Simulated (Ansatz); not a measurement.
The input, for Ansatz 0.2.0:

```yaml
crystal:
  periodic: [false, false, false]
  atoms:
    - {symbol: C, position_ang: [-0.000013, -0.112235, 1.169354]}
    - {symbol: Ga, position_ang: [0.000036, -0.049143, -0.680230]}
    - {symbol: S, position_ang: [0.000004, -0.048882, -2.689439]}
    - {symbol: H, position_ang: [-0.000028, 0.210260, 2.200316]}
basis:
  gaussian: {orbitals: cc-pVDZ}
total_charge: 1
magnetization: {spin_polarized: false, initial_magnetization: 1}
correlation: {method: fic_mrcisd_q, electrons: outside_noble_gas, active_space: {window: {electrons: 9, orbitals: 9}}}
```

```sh
$ ansatz run in.yaml --threads 1 --pin off --events-out ev --progress --plain --max-ram 2393MiB
```

Output:

```
693 factors; integrals over basis functions are off by at most 5.9e-4 eV
mean field evaluation 1: about -64180.1124 eV, gradient 3.3e1 eV
mean field evaluation 2: about -64180.1445 eV, gradient 3.3e1 eV
mean field evaluation 4: about -64184.6219 eV, gradient 8.1e0 eV
mean field evaluation 8: about -64185.0874 eV, gradient 1.0e0 eV
mean field evaluation 16: about -64185.1240 eV, gradient 1.9e-4 eV
mean field evaluation 32: about -64185.1069 eV, gradient 1.0e0 eV
mean field evaluation 64: about -64185.4486 eV, gradient 3.3e-1 eV
mean field evaluation 96: about -64185.0078 eV, gradient 6.6e-2 eV
mean field evaluation 128: about -64185.3316 eV, gradient 1.6e0 eV
mean field evaluation 160: about -64185.5605 eV, gradient 2.2e-2 eV
...
mean field -64185.56076785 eV, -2358.7758516830 hartree, gradient 2.8e-6 eV, S^2 0.750000; 19 other end points of the search recorded, 0 dependent functions left out
reference -64185.56076785 eV, -2358.7758516830 hartree; 27, 26 occupied and 37, 38 virtual orbitals, 693 factors
state -64188.78902887 eV, -2358.8944880869 hartree
...
state -64188.78902887 eV, -2358.8944880869 hartree; corrected -64194.87775408 eV, -2359.1182446115 hartree
state -64188.69336506 eV, -2358.8909725070 hartree
...
contracted CI cycle  10: correlation -5.61097288 eV, -0.2061994500 hartree, residual 7.16e-4 eV
state -64188.69336506 eV, -2358.8909725070 hartree; corrected -64194.87930457 eV, -2359.1183015911 hartree
state -64188.69336506 eV, -2358.8909725070 hartree; corrected -64194.87930457 eV, -2359.1183015911 hartree
state -64188.65452141 eV, -2358.8895450290 hartree
contracted CI cycle   1: correlation 0.00000000 eV, 0.0000000000 hartree, residual 1.90e1 eV
contracted CI cycle   2: correlation -5.46794167 eV, -0.2009431499 hartree, residual 3.27e0 eV
contracted CI cycle   3: correlation -5.64625434 eV, -0.2074960197 hartree, residual 7.43e-1 eV
contracted CI cycle   4: correlation -5.65589274 eV, -0.2078502246 hartree, residual 2.02e-1 eV
contracted CI cycle   5: correlation -5.65659999 eV, -0.2078762155 hartree, residual 6.18e-2 eV
contracted CI cycle   6: correlation -5.65666025 eV, -0.2078784299 hartree, residual 1.86e-2 eV
contracted CI cycle   7: correlation -5.65666566 eV, -0.2078786286 hartree, residual 5.71e-3 eV
contracted CI cycle   8: correlation -5.65666618 eV, -0.2078786478 hartree, residual 1.82e-3 eV
contracted CI cycle   9: correlation -5.65666624 eV, -0.2078786499 hartree, residual 5.95e-4 eV
state -64188.65452141 eV, -2358.8895450290 hartree; corrected -64194.88409548 eV, -2359.1184776534 hartree
state -64188.65452141 eV, -2358.8895450290 hartree; corrected -64194.88409548 eV, -2359.1184776534 hartree
WARN: the results are in doubt because another end's mean lies 0.135 eV lower, and its corrected mean 0.006 eV higher
Total energy: -64194.88409548 eV, -2359.1184776534 hartree
In doubt: another end's mean lies 0.135 eV lower, and its corrected mean 0.006 eV higher
```

Natural occupations: 1.9799 1.9776 1.9662 1.2687 1.0013 0.7319 0.0359 0.0241 0.0144.

Ran on 1 thread of Arm Neoverse V1, shared host: 85 s wall, 0.46 GiB peak host memory.
